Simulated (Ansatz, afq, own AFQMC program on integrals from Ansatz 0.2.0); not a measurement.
Where AFQMC and coupled cluster stand for AlGeH$_{2}$, doublet

```xyz
4

Ge    0.0000    0.0023    0.6765
Al    0.0000   -0.0745   -1.6735
H     0.0000    1.3536   -0.4001
H     0.0000    0.4750   -3.5570
```

Connectivity, by distances: Ge–Al ··· H, 1 bridging H.

Basis cc-pVDZ. Noble-gas cores (and the filled d shells of Ga–Kr and In–Xe) are frozen. Integrals, coupled cluster, full CI and functionals: Ansatz 0.2.0; the random walks run on the same integrals in our own AFQMC program. ph-AFQMC/CISD is guided by a CISD state made of CCSD amplitudes; releasing the constraint for a short imaginary time cuts its bias at the price of noise, slowly where states lie close. Free projection: walkers drawn from exp(T), propagated without any constraint. Its projection time is finite, and what remains of the start isn't in its error. Uncertainties: one standard error, sampling alone. No spin–orbit coupling.

Determinant: UHF, the one that the program's search chose, which needn't be the lowest solution. The geometry is a point of a scan.

No full CI on the walks' own integrals is used here; CCSDT(Q) serves as the reference and is uncertain by about the last step of the cluster series.

Cautions: no relativity below Rb; no spin-orbit coupling; inner d shell frozen; the ph-AFQMC/HF walk drifts between its halves (2.9 errors).

The T1 diagnostic is 0.0305 and the weight of the determinant in the CISD state is 0.849. The ⟨S²⟩ of the determinant is 0.784 and the size of the correlated space is 9 electrons in 36 orbitals.

Reference: CCSDT(Q), correlation energy -4.940 eV. The released energy is read at 2.40 1/Eh (meV from the phaseless value at times in 1/Eh: 3 ± 14 at 0.24, 1 ± 16 at 0.51, -4 ± 10 at 0.99, -25 ± 13 at 1.62, -25 ± 13 at 2.40).

```json
{"level": "HF", "E − E(reference) (kcal/mol)": "113.92", "share of correlation (%)": "0.00"}
{"level": "MP2", "E − E(reference) (kcal/mol)": "27.87", "share of correlation (%)": "75.54"}
{"level": "CCSD", "E − E(reference) (kcal/mol)": "5.94", "share of correlation (%)": "94.78"}
{"level": "CCSD(T)", "E − E(reference) (kcal/mol)": "1.37", "share of correlation (%)": "98.79"}
{"level": "CCSDT", "E − E(reference) (kcal/mol)": "0.33", "share of correlation (%)": "99.71"}
{"level": "ph-AFQMC/HF", "E − E(reference) (kcal/mol)": "-1.66 ± 1.55", "share of correlation (%)": "101.45"}
{"level": "ph-AFQMC/CISD", "E − E(reference) (kcal/mol)": "0.44 ± 0.32", "share of correlation (%)": "99.61"}
{"level": "released AFQMC", "E − E(reference) (kcal/mol)": "-0.13 ± 0.29", "share of correlation (%)": "100.11"}
{"level": "free AFQMC", "E − E(reference) (kcal/mol)": "0.41 ± 0.42", "share of correlation (%)": "99.64"}
```

Free projections are given only where their last times agree within the noise and don't stop above the reference; a slow remainder of the start can still hide under it. A walk keeps the symmetry of its determinant, which the program's search chose and which needn't be the lowest solution, so a lower state of the same spin and another symmetry isn't excluded. Released energies are given only where the last usable release times agree within the noise; a slower fall can still hide under it.
